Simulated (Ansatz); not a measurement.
Born–Oppenheimer molecular dynamics of CH4BF (7 atoms, charge 0, multiplicity 1). It goes on from the last frame of an earlier run, with new velocities.

Theory: Ansatz, RKS B3LYP/def2-SVP.

| Property | Result |
| --- | --- |
| ensemble | NVT, Nosé–Hoover chain |
| time step | 0.5 fs |
| steps asked | 100 |
| set temperature | 700 K |
| thermostat | time constant 300 fs, chain length 3 |
| masses | H 3.016 u |
| seed | 259203 |

First frame:

```xyz
7
Properties=species:S:1:pos:R:3
B -0.222 -0.166 -0.080
H 0.138 -0.130 1.190
F 0.801 0.085 -0.927
C -1.498 -0.592 -0.585
H -1.855 -1.422 0.188
H -2.084 0.366 -0.532
H -1.632 -0.663 -1.759
```

Problem. How far do the bonds stretch over the last three quarters of this one trajectory? (Pairs bonded in most of those frames.)

Solution. 
```tsv
bond	mean (Å)	spread (Å)	shortest	longest
B1–H2	1.243	0.093	1.09	1.36
B1–F3	1.332	0.053	1.26	1.42
B1–C4	1.600	0.065	1.52	1.72
C4–H5	1.122	0.062	1.02	1.21
C4–H6	1.119	0.058	1.03	1.21
C4–H7	1.118	0.053	1.04	1.19
```

Mean temperature of the second half: 1041 K. The conserved energy stayed within 0.41 meV per atom of its start (net change -0.25 meV per atom), so the integration is sound. The mean temperature of the second half is 49 % above the set value. A run of 0.05 ps of so small a system gives no equilibrium averages.

Run time: 4.5 min on 1 thread of Intel(R) Xeon(R) Platinum 8259CL CPU @ 2.50GHz (Skylake/Cascade Lake) (shared host), peak memory 0.12 GiB.
